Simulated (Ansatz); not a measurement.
A nudged elastic band was laid between two geometries of CH$_{6}$Si (8 atoms, charge 0, multiplicity 1).

Computed with RKS PBE0-D4/def2-SVP in Ansatz 0.2.0.

```json
{"movable images": "7", "climbing image": "yes", "spring": "5.0 eV/Å²", "optimiser": "quadratic models (default)", "start path": "through a guess of the saddle point", "force threshold": "0.05 eV/Å", "iteration limit": "60", "end points": "relaxed"}
```

Image 0:

```xyz
8
Properties=species:S:1:pos:R:3
Si 0.381 0.011 0.051
C 0.871 -0.012 1.865
H -0.014 -0.125 2.509
H 1.555 -0.849 2.074
H 1.380 0.923 2.144
H 1.587 0.163 -0.821
H -0.547 1.150 -0.232
H -0.311 -1.260 -0.327
```

Image 8:

```xyz
8
Properties=species:S:1:pos:R:3
Si 0.156 0.010 -0.870
C 1.210 0.016 1.740
H 0.145 -0.178 1.906
H 1.812 -0.800 2.159
H 1.493 0.984 2.172
H 1.486 0.061 0.652
H -0.749 1.058 -0.216
H -0.651 -1.152 -0.281
```

**Question.** What changes between the two ends?

**Answer.** Bonds broken: Si1–C2, Si1–H6. Bonds formed: C2–H6. CH6Si becomes CH4 + H2Si.

**Question.** Give the energies along the band, and the barrier.

**Answer.** The forces met the threshold. The highest image is number 5 of 0 to 8, 296.2 kJ/mol above the first end and 76.7 kJ/mol above the last; the last end lies 219.5 kJ/mol above the first. Neighbouring images differ by up to 1.3 eV, so the band resolves the path poorly. A vibrational analysis at the climbing image gives one clearly imaginary mode, 1218i cm⁻¹: a first-order saddle point. The orbitals stay closed-shell, which can raise the energy where a bond breaks towards radicals; this wasn't checked here.

```
image  path coordinate (Å)  energy (kJ/mol)  Si1–C2 (Å)  Si1–H6 (Å)  C2–H6 (Å)
    0                 0.00              0.0        1.88        1.50       2.79
    1                 0.35              1.9        1.87        1.49       2.71
    2                 0.70             26.8        1.85        1.48       2.44
    3                 1.05            104.0        1.89        1.46       2.11
    4                 1.40            231.2        2.04        1.45       1.80
    5                 1.75            296.2        2.25        1.52       1.51
    6                 2.11            250.8        2.43        1.68       1.22
    7                 2.46            221.5        2.70        1.91       1.13
    8                 2.82            219.5        2.82        2.02       1.12
```

**Question.** What is the geometry of the highest image?

**Answer.** 
```xyz
8
Properties=species:S:1:pos:R:3
Si 0.269 0.013 -0.455
C 0.999 -0.003 1.670
H 0.067 -0.320 2.149
H 1.803 -0.698 1.949
H 1.264 1.022 1.954
H 1.598 -0.038 0.280
H -0.534 1.225 -0.099
H -0.564 -1.202 -0.185
```

The band took 6 iterations and roughly 70 core-seconds.

Run time: 69 s on 1 thread of Arm Neoverse V1, with other jobs on the host, peak memory 0.11 GiB.
